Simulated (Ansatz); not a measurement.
# Si₂NH₇: up Jacob's ladder to CCSD(T)

An exercise on one series of results from a longer session: the logs are not shown, and one member is left open.

Method: functionals in def2-TZVPP, the program's frozen cores in correlated methods; program: Ansatz 0.2.0, Gaussian basis.

Plan: LDA (SPW92), PBE-D4, revPBE-D4, BLYP-D4, r2SCAN-D4, B97M-V, PBE0-D4, B3LYP-D4, r2SCANh-D4, r2SCAN0-D4, HSE06-D4, BHLYP-D4, CAM-B3LYP-D4, LC-ωPBE, ωB97X-V, ωB97M-V, B2PLYP, PBE-QIDH; CCSD(T)/def2-SVP; CCSD(T)/def2-TZVPP; CCSD(T)/def2-QZVPP; extrapolation to the limit; RPA on PBE.

**The relaxed structure**

All runs share one geometry, relaxed beforehand with PBE0-D4 in a triple-zeta def2 set.

SMILES `[SiH3]N[SiH3]`, 10 atoms, charge 0, spin multiplicity 1.

Atoms are counted from 1 here; the program's logs count them from 0.

Bond lengths: Si1–N2 1.726 Å, Si1–H4 1.484 Å, Si1–H5 1.490 Å, Si1–H6 1.488 Å, N2–Si3 1.726 Å, N2–H7 1.011 Å, Si3–H8 1.484 Å, Si3–H9 1.488 Å, Si3–H10 1.490 Å. Angles: N2–Si1–H4 107.4°, N2–Si1–H5 112.6°, N2–Si1–H6 110.9°, H4–Si1–H5 109.0°, H4–Si1–H6 109.9°, H5–Si1–H6 107.1°, Si1–N2–Si3 128.9°, Si1–N2–H7 115.5°, Si3–N2–H7 115.5°, N2–Si3–H8 107.4°, N2–Si3–H9 110.9°, N2–Si3–H10 112.6°, H8–Si3–H9 109.8°, H8–Si3–H10 109.0°, H9–Si3–H10 107.1°.

Coordinates:

```
Si   -1.0429    0.7583   -0.8799
N     0.1199    0.5004    0.3687
Si    0.9957   -0.9353    0.7555
H    -1.3735   -0.5672   -1.4585
H    -0.5323    1.6452   -1.9625
H    -2.2743    1.3939   -0.3364
H     0.3619    1.3172    0.9130
H     0.4033   -2.0423   -0.0349
H     0.8975   -1.2429    2.2085
H     2.4447   -0.8272    0.4267
```

Set-up of the first run:

Contents of in.yaml:

```yaml
crystal:
  periodic: [false, false, false]
  atoms:
    - {symbol: Si, position_ang: [-1.042933, 0.758335, -0.879905]}
    - {symbol: N, position_ang: [0.119926, 0.500358, 0.368697]}
    - {symbol: Si, position_ang: [0.995707, -0.935337, 0.755455]}
    - {symbol: H, position_ang: [-1.373472, -0.567233, -1.458491]}
    - {symbol: H, position_ang: [-0.532341, 1.645221, -1.962529]}
    - {symbol: H, position_ang: [-2.274268, 1.393860, -0.336423]}
    - {symbol: H, position_ang: [0.361940, 1.317233, 0.912960]}
    - {symbol: H, position_ang: [0.403262, -2.042342, -0.034927]}
    - {symbol: H, position_ang: [0.897482, -1.242858, 2.208464]}
    - {symbol: H, position_ang: [2.444697, -0.827237, 0.426709]}
basis:
  gaussian: {orbitals: def2-TZVPP}
hamiltonian: {xc: lda}
output: {orbitals: {seedname: orbitals}}
```

Run with:

```bash
ansatz run in.yaml --threads 2 --pin off --events-out ev --progress --plain --max-ram 32768MiB --backend cpu
```

Steps of the session up to this table: LDA; PBE-D4 (GGA); revPBE-D4 (GGA); BLYP-D4 (GGA); r2SCAN-D4 (meta-GGA); B97M-V (meta-GGA); B3LYP-D4 (hybrid); r2SCANh-D4 (hybrid); r2SCAN0-D4 (hybrid); HSE06-D4 (hybrid); BHLYP-D4 (hybrid); CAM-B3LYP-D4 (range-separated); LC-ωPBE (range-separated); ωB97X-V (range-separated); ωB97M-V (range-separated); B2PLYP (double hybrid); PBE-QIDH (double hybrid).

One of the session's tables, all rows but one given; the rest of the session is left out.

It belongs to the step «Frontier levels by functional». 

```
  functional  HOMO (eV)  gap (eV)
 LDA (SPW92)      -6.27      5.13
      PBE-D4      -6.19      5.28
   revPBE-D4      -6.16      5.35
     BLYP-D4      -6.08      5.29
   r2SCAN-D4      -6.49      6.03
      B97M-V          ?         ?
     PBE0-D4      -7.52      7.44
    B3LYP-D4      -7.30      7.01
  r2SCANh-D4      -6.98      6.79
  r2SCAN0-D4      -7.73      7.93
    HSE06-D4      -7.12      6.67
    BHLYP-D4      -8.78      9.51
CAM-B3LYP-D4      -8.89      9.76
     LC-ωPBE     -10.26     12.32
     ωB97X-V      -9.92     11.80
     ωB97M-V      -9.81     11.32
```

Q: Estimate the row for B97M-V from the others.

**Answer.** HOMO (eV): -6.67; gap (eV): 5.87. In the column «HOMO (eV)» it lies between r2SCANh-D4 (-6.98) and r2SCAN-D4 (-6.49).
